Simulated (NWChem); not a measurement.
methylamine (CH$_{5}$N); SMILES CN

Results from NWChem. Pople sets run with spherical d functions. Each level has its own optimisation. Entropies are gas-phase, rigid-rotor, harmonic values for NWChem's default masses at 298.15 K and 1 bar, so the errors hold that model's part too (torsions, anharmonicity).

Measured entropy at 1 bar: 58.1 cal/(mol K) (CRC Handbook, as tabulated in the package chemicals).

```csv
level,entropy at 1 bar (cal/(mol K)),computed − measured
Hartree-Fock/STO-3G,57.0,-1.1
Hartree-Fock/3-21G,57.4,-0.7
Hartree-Fock/6-31G*,57.1,-1.0
B3LYP/6-31G*,57.3,-0.8
"LDA (Slater exchange, VWN5)/def2-SVP",57.5,-0.6
PBE/def2-SVP,57.4,-0.7
BLYP/def2-SVP,57.5,-0.6
PBE0/def2-SVP,57.3,-0.8
```
